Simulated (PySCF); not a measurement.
# Electric field gradients and quadrupole coupling constants

Species: 1,2-dichloroethane, C2H4Cl2.
Structure used (PBE0-D3(BJ)/def2-SVP), in Å, numbered top down from 1:
```
atom  x, y, z in Å
Cl1   -0.263    1.147    1.809
C2     0.147   -0.200    0.713
C3    -0.147    0.200   -0.713
Cl4    0.263   -1.147   -1.809
H5    -0.450   -1.073    1.009
H6     1.211   -0.436    0.846
H7    -1.211    0.436   -0.846
H8     0.450    1.073   -1.009
```

Field gradients from the PBE0/pcSseg-1 density (PySCF, non-relativistic), principal values in atomic units, ordered |Vxx| ≤ |Vyy| ≤ |Vzz|:

| atom | Vxx | Vyy | Vzz |
| --- | --- | --- | --- |
| Cl1 | -1.9176 | -2.0868 | 4.0043 |
| Cl4 | -1.9176 | -2.0868 | 4.0043 |

Question: Find the asymmetry η = (Vxx − Vyy)/Vzz and the couplings χ = eQV/h (234.96 MHz × Q in barn × V in au), with Q(35Cl) = −0.0817 b.

Answer: 
```json
{"atom": "Cl1", "environment": "alkyl chlorine", "nucleus": "35Cl", "η": "0.04", "χzz (MHz)": "-76.87", "χxx (MHz)": "36.81", "χyy (MHz)": "40.06"}
{"atom": "Cl4", "environment": "alkyl chlorine", "nucleus": "35Cl", "η": "0.04", "χzz (MHz)": "-76.87", "χxx (MHz)": "36.81", "χyy (MHz)": "40.06"}
```

The gradient is axial or nearly so (η below 0.05) at Cl1 and Cl4. The tensor is traceless: Vxx + Vyy + Vzz = 0.

Question: What is Vzz at Cl1 in SI units (1 au = 9.71736 × 10²¹ V/m²)?

Answer: 4.0043 au = 38.911 × 10²¹ V/m².

Question: And the gradient at the other heavy atoms, for which no coupling is worked out here?

Answer: 
| atom | environment | Vzz (au) | η |
| --- | --- | --- | --- |
| C2 | sp3 C–Cl carbon | 0.459 | 0.28 |
| C3 | sp3 C–Cl carbon | 0.459 | 0.28 |

Question: What couplings would deuterons (Q(2H) = 0.00286 b) have in place of the hydrogens, at this geometry?

Answer: 
```json
{"atom": "H5", "bonded to": "C2", "bond length (Å)": "1.098", "Vzz (au)": "0.2828", "η": "0.05", "χzz (kHz)": "190"}
{"atom": "H6", "bonded to": "C2", "bond length (Å)": "1.098", "Vzz (au)": "0.2828", "η": "0.05", "χzz (kHz)": "190"}
{"atom": "H7", "bonded to": "C3", "bond length (Å)": "1.098", "Vzz (au)": "0.2828", "η": "0.05", "χzz (kHz)": "190"}
{"atom": "H8", "bonded to": "C3", "bond length (Å)": "1.098", "Vzz (au)": "0.2828", "η": "0.05", "χzz (kHz)": "190"}
```

One conformer (not necessarily the lowest) at the PBE0-D3(BJ)/def2-SVP geometry, without solvent, vibrations or thermal averaging. With so small a basis the couplings can be 20 % off.
